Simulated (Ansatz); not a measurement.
Species: H$_{3}$O, charge 1, singlet. H3O+ (SMILES [OH3+]).
B3LYP-D3(BJ)/def2-TZVP minimum from Ansatz (a first-principles code):
```
O
H 1 0.9812
H 1 0.9812 2 113.40
H 1 0.9812 2 113.40 3 131.22
```
Charge +1, spin multiplicity 1.

Hartree-Fock and CCSD correlation energies in hartree (Ansatz). Open shells are spin-unrestricted; no spin-orbit coupling. Cores are frozen in correlated methods. No relativity.

```tsv
basis	X	E(HF)	E(corr, CCSD)
cc-pVTZ	3	-76.33886	-0.26536
cc-pVQZ	4	-76.34504	-0.28236
cc-pV5Z	5	-76.34660	withheld
```

Question: Fit E(corr) = E∞ + A/X³ to X = 3 and 4, predict X = 5, and compare with the run.

Answer: A = (-0.26536 - (-0.28236))/(1/27 - 1/64) = 0.7939; E∞ = -0.28236 - A/64 = -0.29477; at X = 5, E∞ + A/125 = -0.28841. The run gave -0.28802, 0.39 mEh above the prediction. The same form on X = 4 and 5 gives E∞ = -0.29396, 0.81 mEh above the first estimate.
